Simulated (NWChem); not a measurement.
**HOF (SMILES OF): levels of theory compared**

We compute a comparison of 6 runs (HF/3-21G, B3LYP/aug-cc-pVTZ, M06-2X/aug-cc-pVTZ, PBE0/aug-cc-pVTZ, SVWN5/aug-cc-pVTZ, r2SCAN/aug-cc-pVTZ) of HOF. 

The results are computed with NWChem 7.3.0.

### Step 1. The system as given

HOF: 3 atoms, total charge 0, spin state singlet. SMILES: `OF`. One bond was lengthened or shortened from a relaxed shape.

Bond lengths: O1–F2 1.406 Å, O1–H3 1.115 Å. Angles: F2–O1–H3 99.1°.

### Step 2. The energy at HF/3-21G (run 1)

File work.nw:

```
start work
memory stack 880 mb heap 220 mb global 1100 mb
charge 0

geometry units angstroms noautosym nocenter noautoz
  O      0.526465    -0.121265     0.279571
  F     -0.126035     1.103695     0.052261
  H     -0.208690    -0.804280    -0.205350
end

basis "ao basis" spherical bse
  * library 3-21G
end

scf
  thresh 1e-08
  maxiter 80
end

task scf energy
```

Command:

```console
nwchem work.nw > work.out
```

Log:

```text
[...]
  functions       =    20
[...]
  wavefunction    = RHF
[...]
         Total SCF energy =   -173.786541914458
      One-electron energy =   -308.658243291308
      Two-electron energy =    101.510742486940
 Nuclear repulsion energy =     33.360958889910
        Time for solution =      0.1s
[...]
```

Run time: 0.61 s. Hardware: 1 thread of Intel Xeon 6975P-C (Granite Rapids), shared host; peak memory 0.1 GiB.

### Step 3. The energy at B3LYP/aug-cc-pVTZ (run 2)

File run.py:

```python
from ase import Atoms
from ase.calculators.nwchem import NWChem

mol = Atoms('OFH', positions=[
    [0.526465, -0.121265, 0.279571],
    [-0.126035, 1.103695, 0.052261],
    [-0.208690, -0.804280, -0.205350],
])

calc = NWChem(
    label='fho',
    theory='dft',
    memory='2200 mb',
    basis='aug-cc-pVTZ',
    basispar='spherical bse',
    dft={'xc': 'b3lyp', 'mult': '1', 'grid': 'fine', 'convergence': 'energy 1e-08', 'iterations': '100', 'mulliken': None},
    task='energy',
)
mol.calc = calc

print("Total energy (eV):", round(mol.get_potential_energy(), 6))
print("dipole (e A):", mol.get_dipole_moment().round(4))
```

Command:

```console
export ASE_NWCHEM_COMMAND="nwchem PREFIX.nwi > PREFIX.nwo"
python run.py
```

Log:

```text
Total energy (eV): -4778.306115
dipole (e A): [-0.19   -0.3482 -0.1443]
```

The calculator wrote fho.nwi:

```
title "fho"

permanent_dir fho

scratch_dir fho

start fho

geometry units angstrom nocenter noautosym noautoz
  O  5.2646499999999996e-01 -1.2126500000000000e-01 2.7957100000000001e-01
  F  -1.2603500000000001e-01 1.1036950000000001e+00 5.2261000000000002e-02
  H  -2.0868999999999999e-01 -8.0427999999999999e-01 -2.0535000000000000e-01
end

memory 2200 mb

basis spherical bse noprint
   * library aug-cc-pVTZ
end

dft
  xc b3lyp
  mult 1
  grid fine
  convergence energy 1e-08
  iterations 100
  mulliken
end

task dft energy
```

fho.nwo:

```text
Northwest Computational Chemistry Package (NWChem) 7.3.0
             --------------------------------------------------------

           Job information
           ---------------

    nwchem branch   = 7.3.0
    use scalapack   = T
    input           = fho.nwi
    prefix          = fho.
    data base       = fho/fho.db
    status          = startup
    nproc           =        1

           Memory information
           ------------------

    heap     =     72089596 doubles =      550.0 Mbytes
    stack    =     72089601 doubles =      550.0 Mbytes
    global   =    144179200 doubles =     1100.0 Mbytes (distinct from heap & stack)
    total    =    288358397 doubles =     2200.0 Mbytes
    verify   = yes
    hardfail = no

[... 64 lines left out ...]
  convergence criterion.
[... 18 lines left out ...]
          Convergence on density requested:  1.00D-05
[... 25 lines left out ...]
          Convergence Information
[... 56 lines left out ...]
   convergence    iter        energy       DeltaE   RMS-Dens  Diis-err    time
[... 15 lines left out ...]
           Coulomb energy =      120.055015269514
[... 7 lines left out ...]
                       DFT Final Molecular Orbital Analysis
[... 828 lines left out ...]
 center of mass
 --------------
 x =   0.30528474 y =   0.95628893 z =   0.27597693

 moments of inertia (a.u.)
 ------------------
          54.949190773071          22.990135307579          -5.081210843584
          22.990135307579          15.770053008616           6.929952503068
          -5.081210843584           6.929952503068          66.600233517714

     Multipole analysis of the density
     ---------------------------------

     L   x y z        total         alpha         beta         nuclear
     -   - - -        -----         -----         ----         -------
     0   0 0 0     -0.000000     -9.000000     -9.000000     18.000000

     1   1 0 0     -0.358956     -2.890020     -2.890020      5.421085
[... 8 lines of this table left out ...]
     2   0 0 2     -8.469196     -5.470238     -5.470238      2.471280

 Task  times  cpu:       13.0s     wall:       13.0s
 Total times  cpu:       13.1s     wall:       13.1s
```

It took 14 s on 1 thread of Intel Xeon 6975P-C (Granite Rapids), shared host; peak memory 0.12 GiB.

Runs 3 to 5 aren't shown in full; the table further down has their settings and results.

### Step 4. A single-point energy at r2SCAN/aug-cc-pVTZ (run 6)

File run.py:

```python
from ase import Atoms
from ase.calculators.nwchem import NWChem

mol = Atoms('OFH', positions=[
    [0.526465, -0.121265, 0.279571],
    [-0.126035, 1.103695, 0.052261],
    [-0.208690, -0.804280, -0.205350],
])

calc = NWChem(
    label='fho',
    theory='dft',
    memory='2200 mb',
    basis='aug-cc-pVTZ',
    basispar='spherical bse',
    dft={'xc': 'r2scan', 'mult': '1', 'grid': 'fine', 'convergence': 'energy 1e-08', 'iterations': '100', 'mulliken': None},
    task='energy',
)
mol.calc = calc

e = mol.get_potential_energy()
print(f"E = {e:.6f} eV")
print("dipole (e A):", mol.get_dipole_moment().round(4))
```

Command:

```console
export ASE_NWCHEM_COMMAND="nwchem PREFIX.nwi > PREFIX.nwo"
python run.py
```

Log:

```text
E = -4776.132739 eV
dipole (e A): [-0.1877 -0.3379 -0.1419]
```

The calculator wrote fho.nwi:

```
title "fho"

permanent_dir fho

scratch_dir fho

start fho

geometry units angstrom nocenter noautosym noautoz
  O  5.2646499999999996e-01 -1.2126500000000000e-01 2.7957100000000001e-01
  F  -1.2603500000000001e-01 1.1036950000000001e+00 5.2261000000000002e-02
  H  -2.0868999999999999e-01 -8.0427999999999999e-01 -2.0535000000000000e-01
end

memory 2200 mb

basis spherical bse noprint
   * library aug-cc-pVTZ
end

dft
  xc r2scan
  mult 1
  grid fine
  convergence energy 1e-08
  iterations 100
  mulliken
end

task dft energy
```

fho.nwo:

```text
Northwest Computational Chemistry Package (NWChem) 7.3.0
             --------------------------------------------------------

           Job information
           ---------------

    nwchem branch   = 7.3.0
    use scalapack   = T
    input           = fho.nwi
    prefix          = fho.
    data base       = fho/fho.db
    status          = startup
    nproc           =        1

           Memory information
           ------------------

    heap     =     72089596 doubles =      550.0 Mbytes
    stack    =     72089601 doubles =      550.0 Mbytes
    global   =    144179200 doubles =     1100.0 Mbytes (distinct from heap & stack)
    total    =    288358397 doubles =     2200.0 Mbytes
    verify   = yes
    hardfail = no

[... 64 lines left out ...]
  convergence criterion.
[... 18 lines left out ...]
          Convergence on density requested:  1.00D-05
[... 22 lines left out ...]
          Convergence Information
[... 56 lines left out ...]
   convergence    iter        energy       DeltaE   RMS-Dens  Diis-err    time
[... 15 lines left out ...]
           Coulomb energy =      120.081407027279
[... 7 lines left out ...]
                       DFT Final Molecular Orbital Analysis
[... 828 lines left out ...]
 center of mass
 --------------
 x =   0.30528474 y =   0.95628893 z =   0.27597693

 moments of inertia (a.u.)
 ------------------
          54.949190773071          22.990135307579          -5.081210843584
          22.990135307579          15.770053008616           6.929952503068
          -5.081210843584           6.929952503068          66.600233517714

     Multipole analysis of the density
     ---------------------------------

     L   x y z        total         alpha         beta         nuclear
     -   - - -        -----         -----         ----         -------
     0   0 0 0     -0.000000     -9.000000     -9.000000     18.000000

     1   1 0 0     -0.354656     -2.887871     -2.887871      5.421085
[... 8 lines of this table left out ...]
     2   0 0 2     -8.408547     -5.439914     -5.439914      2.471280

 Task  times  cpu:       14.1s     wall:       14.1s
 Total times  cpu:       14.1s     wall:       14.1s
```

Run time: 15 s. Hardware: 1 thread of Intel Xeon 6975P-C (Granite Rapids), shared host; peak memory 0.12 GiB.

### Step 5. All runs side by side

```
run               level  iteration cap  module  energy (Eh)  dipole moment (D)  HOMO energy (eV)  LUMO energy (eV)  wall time
  1            HF/3-21G             80     scf  -173.786542               2.50            -14.01              4.96     0.61 s
  2   B3LYP/aug-cc-pVTZ            100     dft  -175.599512               2.03             -8.86             -1.67       14 s
  3  M06-2X/aug-cc-pVTZ            100     dft  -175.530147               2.11            -11.21             -0.60       14 s
  4    PBE0/aug-cc-pVTZ            100     dft  -175.420820               2.03             -9.10             -1.20       12 s
  5   SVWN5/aug-cc-pVTZ            100     dft  -174.433611               2.00             -7.20             -3.08       12 s
  6  r2SCAN/aug-cc-pVTZ            100     dft  -175.519642               1.98             -7.48             -2.34       15 s
```

### Step 6. Summary of results

| quantity | value |
| --- | --- |
| run 6: total energy | -175.51964 Eh |
| run 6: dipole moment | 1.98 D |
| run 6: HOMO energy | -7.48 eV |
| run 6: LUMO energy | -2.34 eV |
| run 6: HOMO–LUMO gap | 5.14 eV |

What this shows: The dipole moment (its size) runs from 1.98 D (r2SCAN/aug-cc-pVTZ) to 2.50 D (HF/3-21G). The two ends differ in method and basis. The HOMO–LUMO gap runs from 4.12 eV (SVWN5/aug-cc-pVTZ) to 18.97 eV (HF/3-21G). Totals of different functionals can't be ranked against each other. All runs together took 68 s, the longest 15 s.
